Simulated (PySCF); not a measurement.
Compound: C₄H₃N.
Atom-mapped SMILES: `[CH3:1][C:2]#[C:3][C:4]#[N:5]` (hydrogens: H6, H7, H8 on C1)

Method: PBE0-D3(BJ)/def2-SVP geometry optimisation, gas phase in PySCF 2.14.0; density fitting, grid level 1; the optimiser is geomeTRIC in internal coordinates, started from an MMFF94s structure.

At the end of the run (lengths in Å): C3–C4 1.374, C1–C2 1.447, C2≡C3 1.216, C1–H8 1.101, C1–H7 1.101, C1–H6 1.101, C4≡N5 1.163, C2–C3–C4 179.8°, C1–C2–C3 179.7°, C3–C4–N5 179.9°.

Problem. These geometries were met on the way; a selection of coordinates is given. Order them by energy above the end point, lowest first.
A. C3–C4 1.376, C1–C2 1.450, C2≡C3 1.212, C1–H8 1.100, C1–H7 1.099, C1–H6 1.099, C4≡N5 1.159, C2–C3–C4 174.8°, C1–C2–C3 176.8°, C3–C4–N5 179.3°
B. C3–C4 1.544, C1–C2 1.463, C2≡C3 1.201, C1–H8 1.094, C1–H7 1.094, C1–H6 1.094, C4≡N5 1.160, C2–C3–C4 180.0°, C1–C2–C3 180.0°, C3–C4–N5 180.0°
C. C3–C4 1.374, C1–C2 1.446, C2≡C3 1.217, C1–H8 1.101, C1–H7 1.101, C1–H6 1.101, C4≡N5 1.164, C2–C3–C4 179.0°, C1–C2–C3 179.9°, C3–C4–N5 179.8°

Solution. C (0.000 eV), A (0.018 eV), B (0.535 eV).

| step | E above end (eV) | rms distance from the end, all atoms (Å) | largest force (eV/Å) | rms shift of all bonds from the end (Å) |
| --- | --- | --- | --- | --- |
| 3 | 0.000 | 0.009 | 0.127 | 0.001 |
| 1 | 0.018 | 0.069 | 0.593 | 0.003 |
| 0 | 0.535 | 0.073 | 6.397 | 0.065 |

Rows stand in the order of the answer.
